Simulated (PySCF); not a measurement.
Multinuclear NMR of N2O

Numbering as in the mapped SMILES `[N:1]#[N+:2][O-:3]`.

How the numbers were obtained: geometry from GFN2-xTB, J: B3LYP/pcJ-1, GIAO PBE0/pcSseg-1 shieldings, in PySCF 2.14 (gas phase, non-relativistic, single conformer).

(1) Where does 15N resonate?

(2) What are the 17O shifts?

## Answers

(1) 
| atoms | environment | σ (ppm) | δ (ppm) |
| --- | --- | --- | --- |
| N2 | nitrogen bonded to N, O | 11.7 | -158.9 |
| N1 | nitrogen bonded to N | 106.0 | -245.8 |

Shieldings were converted by a linear fit to measured shifts: 15N (scatter 6.3 ppm rms vs CH3NO2, solution or neat liquid). Occasional misses reach two or three times the rms, and more in compound classes unlike the fitted ones.

Couplings (the largest are listed; each averaged over equivalent pairs): 1J(N2,O3) = -45.5 Hz, 1J(N1,N2) = -2.3 Hz, 2J(N1,O3) = 4.7 Hz. Signs are for 15N, whose magnetogyric ratio is negative.

On a 500 MHz spectrometer 15N resonates near 50.7 MHz, so 1 ppm is 50.7 Hz.

(2) 
| atoms | environment | σ (ppm) | δ (ppm) |
| --- | --- | --- | --- |
| O3 | oxygen bonded to N | 205.6 | 79.4 |

Shieldings were converted by a linear fit to measured shifts: 17O (scatter 10.7 ppm rms, 12.2 ppm with the 3 outliers that the fit left out vs liquid water, solution or neat liquid). A few per cent of atoms miss by over 2 rms, more outside the fitted compound classes.

Couplings (the largest are listed; each averaged over equivalent pairs; quadrupolar broadening usually hides them): 1J(N2,O3) = -45.5 Hz, 2J(N1,O3) = 4.7 Hz.

On a 300 MHz spectrometer 17O resonates near 40.7 MHz, so 1 ppm is 40.7 Hz.
